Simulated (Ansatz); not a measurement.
Ansatz (an electronic-structure program) input file for methyl formate (C₂H₄O₂), SMILES COC=O, PBE/def2-SVPD. Coordinates come from a ωB97X-D3(BJ)/def2-SVP optimisation. The values are those of a single conformer.

Ansatz 0.2 input:
```yaml
crystal:
  periodic: [false, false, false]
  atoms:
    - {symbol: C, position_ang: [-0.39457673, -1.35887294, 0.00000000]}
    - {symbol: O, position_ang: [0.72568869, -0.47397627, -0.00000000]}
    - {symbol: C, position_ang: [0.43280071, 0.82864892, -0.00000000]}
    - {symbol: O, position_ang: [-0.67402896, 1.29059111, -0.00000000]}
    - {symbol: H, position_ang: [-1.01641009, -1.19759518, -0.89357934]}
    - {symbol: H, position_ang: [0.01722535, -2.37545452, -0.00000000]}
    - {symbol: H, position_ang: [-1.01641009, -1.19759518, 0.89357934]}
    - {symbol: H, position_ang: [1.37297316, 1.41907031, 0.00000001]}
basis:
  gaussian:
    orbitals: def2-SVPD
hamiltonian:
  xc: {name: PBE}
```

It prints:

```
WARN ansatz: RAYON_NUM_THREADS=1 ignored (pool sized by the plan → 1); use --threads N
Functional definition: PBE
integrals: 0.04 GiB planned
964 factors; their error is unknown
mean field: 0.33 GiB planned
mean field evaluation 1: about -6214.9343 eV, gradient 6.0e1 eV
mean field evaluation 2: about -6191.0304 eV, gradient 1.2e2 eV
mean field evaluation 4: about -6221.7827 eV, gradient 1.3e1 eV
mean field evaluation 8: about -6222.0679 eV, gradient 2.2e-1 eV
mean field evaluation 16: about -6222.0091 eV, gradient 2.4e-5 eV
mean field -6222.00907426 eV, -228.6546160500 hartree, gradient 2.4e-5 eV, S^2 0.000000; 0 other end points of the search recorded, 0 dependent functions left out
reference -6222.00911472 eV, -228.6546175366 hartree; 16, 16 occupied and 102, 102 virtual orbitals, 964 factors
Total energy: -6222.00911472 eV, -228.6546175366 hartree
```

Self-consistency was reached.

Cost: roughly 0.9 core-seconds.
